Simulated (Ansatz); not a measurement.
## One arrangement of a pair

The pair of Cl2 (SMILES ClCl, atoms 1–2) and Cl2 (SMILES ClCl, atoms 3–4), both closed shells, in one local arrangement (a lower one may exist), relaxed at PBE0-D4/def2-TZVP:

```
4
angstrom
Cl -0.4549 0.9357 -1.8784
Cl 0.4072 -0.7225 -2.5363
Cl 0.1529 -0.3833 3.1526
Cl -0.1053 0.1701 1.2621
```

Ansatz 0.2.0; basis: def2-TZVPPD, with def2-QZVPPD for the basis limit; cores frozen in the correlated methods. Extrapolation: Hartree–Fock as exp(−7.88 √X), correlation as X^−2.97. Interaction energies count from these two fragments, frozen as in the pair, with the counterpoise correction; negative means bound.

(1) What is the interaction energy by CCSD(T) at an estimated basis limit (MP2 extrapolated from triple and quadruple zeta, plus CCSD(T) − MP2 in triple zeta)? (To be estimated.)

(2) Which atoms make the shortest contact between the fragments?

The T1 diagnostic stays at or below 0.009.

## Answers

(1) By the calculation: -5.5 kJ/mol. Hartree–Fock alone gives 4.5 kJ/mol at the basis limit, so without correlation the pair would not bind at this distance. Plain CCSD(T) in triple zeta gives -3.1 kJ/mol; the step to the limit is large here, so the limit is uncertain. It counts from the two fragments frozen as in the pair.

(2) Cl1 and Cl4, 3.25 Å apart.

Basis-set superposition shift (counterpoise-corrected less uncorrected): CCSD(T) 3.1; MP2 3.0; HF 0.9; PBE0-D4 0.9; wB97M-V 0.6 kJ/mol.

For scale, one of the runs: CCSD(T)/def2-TZVPPD, 204 basis functions, launched by `ansatz run in.yaml --threads 4 --pin off --events-out ev --progress --plain --max-ram 9574MiB`. Time: 47 s of wall clock on 4 CPU threads of an Arm Neoverse V2; the host was shared. Peak host memory: 2.3 GiB.
